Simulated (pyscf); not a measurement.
Concerted fragmentation: F–N•–F + hydrogen (H₂) -> hydrogen fluoride (HF) + :N–F [triplet] + H atom (H•)

Gas phase, doublet surface, charge 0. Bonds broken: F1–N2, H4–H5. Bonds formed: F1–H4. Single points on ωB97X-D3(BJ)/def2-SVP structures (PySCF, gas phase).

Transition state (Å):

```xyz
5

F      0.5690    -0.4963    -0.0737
N      1.8811     1.0969     0.0871
F      2.0851     1.0635     1.3620
H     -0.1715    -1.4167    -0.0769
H     -0.7314    -2.1111    -0.0872
```

One imaginary mode, 1496i cm⁻¹; descent along it reached the two sides named.

| bond | change | reactant side (Å) | saddle | product side |
|---|---|---|---|---|
| F1–N2 | breaks | 1.335 | 2.070 | 3.0 |
| H4–H5 | breaks | 0.759 | 0.892 | 2.8 |
| F1–H4 | forms | 2.6 | 1.181 | 0.923 |

Electronic energies relative to the separated reactants (eV):

```
level                   barrier  reaction energy  reverse barrier
----------------------  -------  ---------------  ---------------
ωB97X-D3(BJ)/def2-TZVP     2.62            +1.73             0.89
PBE/def2-TZVP              2.05            +1.96             0.09
r²SCAN/def2-TZVP           2.09            +1.79             0.30
B3LYP-D3(BJ)/def2-TZVP     2.21            +1.78             0.43
PBE0-D3(BJ)/def2-TZVP      2.33            +1.66             0.67
M06-2X/def2-TZVP           2.56            +1.59             0.97
ωB97M-D3(BJ)/def2-TZVP     2.58            +1.70             0.88
HF/def2-TZVP               1.75            -0.02             1.77
```

With ωB97M-D3(BJ)/def2-TZVP energies and thermal terms (ideal gas, 1 atm, RRHO with modes under 100 cm⁻¹ raised to 100, one conformer, R ln 2 for chiral ones without a mode under 150 cm⁻¹), in eV:

| T (K) | ΔH‡ | ΔG‡ | ΔH | ΔG |
|---|---|---|---|---|
| 298 | 2.44 | 2.70 | +1.63 | +1.26 |
| 600 | 2.45 | 2.95 | +1.66 | +0.87 |
| 900 | 2.48 | 3.20 | +1.67 | +0.47 |
| 1200 | 2.50 | 3.44 | +1.67 | +0.07 |

The same reactants have a lower exit, to F–NH–F + H• (barrier +1.45 eV at ωB97M-D3(BJ)/def2-TZVP, against +2.58 eV here). This is the saddle that the search found; another between the same sides may lie lower. An unrestricted DFT solution here is markedly spin-contaminated.
